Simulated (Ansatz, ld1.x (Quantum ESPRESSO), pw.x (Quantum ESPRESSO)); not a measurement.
**Ir (Z = 77): one change to the RRKJ potential, in the atom and in the sc crystal**

iridium, norm-conserving RRKJ (Kleinman–Bylander form), made with ld1.x (Quantum ESPRESSO) 7.5 (LDA (PW92), scalar-relativistic). Core [Xe] 4f14, reference 5d7 6s1.75 6p0.25. Waves: 6p (bound): rc 2.45 bohr; 5d (bound): rc 1.90 bohr; 6s (bound): rc 2.15 bohr. Local part: the s channel. Core correction: a·sin(br)/r model core, default radius (core density twice the valence density).

Change: wave 5d (bound): rc 1.90 bohr becomes 5d (bound): rc 2.80 bohr.

Cutoffs, loose and tight: the cutoffs (Ry, on a coarse ladder) from which the occupation-weighted sum of valence levels, in a spherical-Bessel basis at the reference potential, stays within 10 and 1 mRy of its value at 400 Ry. They do not see the model core or the augmentation charge, which bear on the density cutoff. Test errors are all-electron minus pseudo excitation energies from the reference, over the configurations 5d7 6s2 6p0; 5d7 6s1 6p0; 5d7 6s0 6p0; 5d6 6s0 6p0; 5d6 6s2 6p1; 5d6 6s2 6p0; 5d7 6s0 6p2 (two spin-polarised tests are not counted in the largest error); variants that change the core or the reference have their own tests.

Crystal test: sc Ir in pw.x 7.5, no spin, 13³ k-points, Fermi–Dirac smearing 0.01 Ry, cutoffs set for each file from its atomic test. The reference is all-electron LAPW (Ansatz 0.2.0) with the same functional, mesh and smearing; V0 and B0 come from Birch–Murnaghan fits to the pressures at five volumes. Errors are pseudo minus all-electron; Δ is the rms difference of the E(V) curves that follow from these fits, minima aligned, over ±6 % about the mean V0. Mesh and smearing are coarse, so the numbers serve the comparison and aren't converged zero-temperature values; the lattice is a test structure that the element need not adopt.

All-electron: a0 = 2.529 Å (V0 = 16.17 Å³/atom), B0 = 288.0 GPa.

Q: Does the change bring the crystal closer to the all-electron result?

A: The mean pressure error goes from +12.29 to +14.06 GPa, so the change moves the solid further from the all-electron pressures.

```
                       quantity       base    changed
                 outcome (atom)  generated  generated
           cutoff, loose (atom)      35 Ry      21 Ry
           cutoff, tight (atom)      40 Ry      35 Ry
            bound ghosts (atom)       none       none
largest test error (meV) (atom)       -142       -150
           cutoffs in pw.x (Ry)     50/200     50/200
                         a0 (Å)      2.561          –
                   a0 error (%)      +1.28          –
                   B0 error (%)       -2.8          –
                   Δ (meV/atom)       39.4          –
      mean pressure error (GPa)     +12.29     +14.06
```

A dash: not determined, or the minimum lies outside the volumes sampled.

Base: This is a poor potential for the solid. Changed file: The largest radius (2.80 bohr) exceeds half the bond length (2.38 bohr), so the spheres overlap, which is one possible source of error among others. This is a poor potential for the solid.
